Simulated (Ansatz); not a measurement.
## Tl (hcp): energy against volume

Theory: DFT, RPBE, plane waves (420 eV) with PAW, scalar-relativistic in Ansatz 0.2.0. The PAW files were generated under PBE, with cores re-solved for the functional.

The cell is scaled uniformly from the relaxed one, with fractional coordinates and shape fixed. Energies are extrapolated to zero smearing, pressures are those at the given smearing. Magnetic state: spin not included.

A Birch-Murnaghan fit gives V₀ = 33.74 Å³/atom, B₀ = 20.0 GPa, B₀′ = 5.5.

(1) What are the energy above the minimum and the pressure at 31.123 Å³/atom?

(2) What are the energy above the minimum and the pressure at 35.182 Å³/atom?

(3) What are the energy above the minimum and the pressure at 36.535 Å³/atom?

This functional, with no dispersion term, lets the cell expand far past the measured one.

Answers

(1) 15.1 meV/atom and 2.06 GPa as computed.

(2) 3.5 meV/atom and -0.69 GPa as computed.

(3) 12.2 meV/atom and -1.23 GPa as computed.
